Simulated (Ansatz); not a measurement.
`CCCC(O)CC` + CH₄ → `CCC(O)CC` + ethane  (formal exchange of groups at a C–C bond)

Program: Ansatz. Geometries: PBE0-D4/def2-TZVP. ΔE: electronic, gas phase. CBS: MP2 limit from def2 TZ/QZ plus the TZ coupled-cluster correction, frozen cores. This one scheme is used for every species. DFT in def2-TZVPP. HSE06 is defined as in plane-wave codes. One conformer a species, not always the lowest.

`CCCC(O)CC`:

Cartesian coordinates in Å:
```
C 2.391 -0.314 2.148
C 0.993 0.087 1.713
C 0.756 -0.125 0.227
C -0.656 0.210 -0.225
O -1.620 -0.577 0.458
C -0.817 0.097 -1.734
C -2.189 0.519 -2.227
H 2.577 -1.374 1.949
H 2.541 -0.148 3.217
H 3.154 0.258 1.613
H 0.246 -0.478 2.277
H 0.819 1.142 1.954
H 0.968 -1.172 -0.036
H 1.465 0.480 -0.350
H -0.889 1.239 0.076
H -1.457 -1.499 0.234
H -0.614 -0.943 -2.026
H -0.040 0.702 -2.214
H -2.973 -0.062 -1.740
H -2.375 1.574 -2.005
H -2.282 0.385 -3.307
```

CH₄:

Z-matrix (Å, degrees):
```
C
H 1 1.090
H 1 1.090 2 109.5
H 1 1.090 2 109.5 3 -120.0
H 1 1.090 2 109.5 3 120.0
```

`CCC(O)CC`:

```xyz
18

C    -1.540    2.034   -0.105
C    -0.744    0.984    0.649
C    -0.063   -0.025   -0.263
O     0.823    0.613   -1.171
C     0.643   -1.122    0.522
C     1.248   -2.199   -0.360
H    -0.906    2.567   -0.816
H    -2.355    1.575   -0.671
H    -1.979    2.766    0.577
H     0.025    1.465    1.269
H    -1.397    0.443    1.343
H    -0.821   -0.486   -0.908
H     1.515    1.038   -0.655
H    -0.073   -1.566    1.222
H     1.423   -0.657    1.140
H     0.472   -2.718   -0.929
H     1.948   -1.767   -1.077
H     1.782   -2.944    0.233
```

`CC`:

Cartesian coordinates in Å:
```
C 0.527 0.383 0.391
C -0.527 -0.383 -0.391
H 1.529 0.193 0.000
H 0.355 1.461 0.341
H 0.526 0.098 1.446
H -1.529 -0.193 0.000
H -0.354 -1.461 -0.342
H -0.526 -0.098 -1.445
```

```tsv
level	ΔE (kJ/mol)	difference from CCSD(T)/CBS
r2SCAN0-D4	8.3	-0.9
HSE06-D4	7.5	-1.7
BHLYP-D4	7.3	-1.9
ωB97M-V	8.5	-0.7
revPBE	3.5	-5.7
BLYP	3.5	-5.7
BHLYP	4.5	-4.7
CAM-B3LYP	5.4	-3.8
HF/def2-QZVPP	2.8	-6.4
CCSD/CBS(def2)	8.0	-1.2
CCSD(T)/CBS	9.2	0
```

Largest T1 diagnostic among the species: 0.009.

Leaving LDA and LC-ωPBE aside and taking each functional with its dispersion term where it has one, the values, not all of them listed here, spread over 2.7 kJ/mol, from B2PLYP to B97M-V. LDA lies +4.1 kJ/mol from PBE without D4. In def2-TZVPP, CCSD(T) changes the Hartree–Fock value by +6.1 kJ/mol (the triples alone add +1.2 kJ/mol) and MP2 by +7.1 kJ/mol.

CCSD(T)/CBS has its own doubt, a few kJ/mol and more with outer-core shells, so smaller differences from it don't rank the levels.
